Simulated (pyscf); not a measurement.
Four-centre exchange: `[SiH3][SH]` + `[FH]` → `[SH2]` + `[F][SiH3]`

Gas phase, singlet surface, charge 0. Bonds broken: S1–Si2, F7–H8. Bonds formed: S1–H8, Si2–F7. Single points on ωB97X-D3(BJ)/def2-SVP structures (PySCF, gas phase). MP2 and CC: frozen core, UHF for open shells. ΔMP2 is the change of the MP2 total energy from the triple- to the quadruple-zeta basis.

Transition state (Å):

```xyz
8

S     -1.2177     0.8682     1.5470
Si    -0.2675    -0.5832    -0.1740
H     -0.1577     1.6968     1.6298
H     -0.0284     0.6313    -1.0126
H     -1.5560    -1.2370    -0.4994
H      0.8763    -1.4503    -0.5927
F      0.1347    -1.3433     1.5732
H     -0.4305    -0.4787     2.0295
```

One imaginary mode, 734i cm⁻¹; descent along it reached the two sides named, in the forms told below.

| bond | change | reactant side (Å) | saddle | product side |
|---|---|---|---|---|
| S1–Si2 | breaks | 2.168 | 2.444 | 3.5 |
| F7–H8 | breaks | 0.934 | 1.129 | 2.314 |
| S1–H8 | forms | 2.267 | 1.633 | 1.346 |
| Si2–F7 | forms | 3.1 | 1.947 | 1.637 |

Electronic energies relative to the separated reactants (eV):

| level | barrier | reaction energy | reverse barrier |
|---|---|---|---|
| ωB97X-D3(BJ)/def2-TZVP | 1.06 | -0.68 | 1.74 |
| PBE/def2-TZVP | 0.75 | -0.71 | 1.46 |
| r²SCAN/def2-TZVP | 0.84 | -0.79 | 1.63 |
| B3LYP-D3(BJ)/def2-TZVP | 0.98 | -0.82 | 1.80 |
| PBE0-D3(BJ)/def2-TZVP | 0.94 | -0.67 | 1.60 |
| M06-2X/def2-TZVP | 1.06 | -0.82 | 1.88 |
| ωB97M-D3(BJ)/def2-TZVP | 1.01 | -0.80 | 1.82 |
| HF/def2-TZVP | 1.87 | -0.98 | 2.85 |
| MP2/def2-QZVPP | 1.12 | -0.72 | 1.84 |
| CCSD/def2-TZVPP | 1.32 | -0.79 | 2.11 |
| CCSD(T)/def2-TZVPP | 1.19 | -0.76 | 1.95 |
| CCSD(T)/def2-TZVPP + ΔMP2(QZVPP) | 1.19 | -0.75 | 1.94 |

With CCSD(T)/def2-TZVPP + ΔMP2(QZVPP) energies and thermal terms (ideal gas, 1 atm, RRHO with modes under 100 cm⁻¹ raised to 100, one conformer, R ln 2 for rigid chiral ones), in eV:

| T (K) | ΔH‡ | ΔG‡ | ΔH | ΔG |
|---|---|---|---|---|
| 298 | 1.13 | 1.57 | -0.78 | -0.78 |
| 600 | 1.11 | 2.03 | -0.81 | -0.76 |
| 900 | 1.12 | 2.48 | -0.83 | -0.73 |
| 1200 | 1.14 | 2.93 | -0.85 | -0.69 |

On the reactant side the descent ends in a complex, 0.25 eV under the separated species and 1.31 eV under the saddle at ωB97X-D3(BJ)/def2-TZVP. This is the saddle that the search found; another between the same sides may lie lower. The CCSD(T) − MP2 part came from Ansatz, without density fitting, on the same reference.
